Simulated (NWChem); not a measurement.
# difluoromethane (CH$_{2}$F$_{2}$); SMILES FCF

Program: NWChem. Coordinates come from a PBE-D3(BJ)/def2-SVP optimisation.

Taking Hartree-Fock/def2-QZVP as the yardstick, which of these has the fewest basis functions while keeping “dipole (D)” within 0.2 D of it: Hartree-Fock/def2-TZVPP; Hartree-Fock/STO-3G; Hartree-Fock/def2-TZVP; Hartree-Fock/def2-SVPD; Hartree-Fock/def2-SVP; Hartree-Fock/def2-TZVPD?

Hartree-Fock/def2-SVP.
```tsv
level	basis functions	dipole (D)
Hartree-Fock/STO-3G	17	1.25
Hartree-Fock/def2-SVP	52	2.27
Hartree-Fock/def2-SVPD	82	2.21
Hartree-Fock/def2-TZVP	105	2.14
Hartree-Fock/def2-TZVPP	121	2.15
Hartree-Fock/def2-TZVPD	135	2.15
Hartree-Fock/def2-QZVP	231	2.16
```

The yardstick is one finite set, not the basis-set limit.
